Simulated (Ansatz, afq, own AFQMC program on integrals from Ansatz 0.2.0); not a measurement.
## CHO, doublet → CHO, quartet

```xyz
3

O     0.0000    0.0746    0.5425
C     0.0000   -0.1522   -0.6041
H     0.0000    0.6297   -1.4126
```

Connectivity, by distances: O–CH.

E(quartet, charge +0) − E(doublet, charge +0) at this geometry, on UHF and UHF determinants.

Basis cc-pVDZ. Noble-gas cores (and the filled d shells of Ga–Kr and In–Xe) are frozen. Integrals, coupled cluster, full CI and functionals: Ansatz 0.2.0; the random walks run on the same integrals in our own AFQMC program. The CISD trial takes its coefficients from CCSD amplitudes. Released means that phaseless walkers are propagated on without the constraint, phases kept. Uncertainties: one standard error, sampling alone. The errors of all members are added in quadrature.

No full CI on the walks' own integrals is used here; CCSDT(Q) serves as the reference and is uncertain by about the last step of the cluster series. Each member takes its own surest rung, up to full CI.

Errors are counted within cc-pVDZ, not against nature.

Cautions: CHO (quartet): another spin lies lower; the upper state may be diffuse, so the gap hangs on the basis.

Reference (CCSDT(Q)): 632.3 kJ/mol.

| level | vertical spin gap (kJ/mol) | error against CCSDT(Q) (kJ/mol) |
| --- | --- | --- |
| HF | 454.2 | -178.1 |
| MP2 | 655.6 | 23.4 |
| CCSD | 615.3 | -17.0 |
| CCSD(T) | 630.2 | -2.1 |
| CCSDT | 630.3 | -2.0 |
| ph-AFQMC/CISD | 631.4 ± 0.6 | -0.9 ± 0.6 |
| released AFQMC | 631.9 ± 1.0 | -0.4 ± 1.0 |

Correlation beyond CCSD(T) adds 2.1 kJ/mol. The perturbative (T) step is worth +14.9 kJ/mol.

A walk keeps the symmetry of its determinant, which the program's search chose and which needn't be the lowest solution, so a lower state of the same spin and another symmetry isn't excluded. Released energies are given only where the last usable release times agree within the noise; a slower fall can still hide under it.
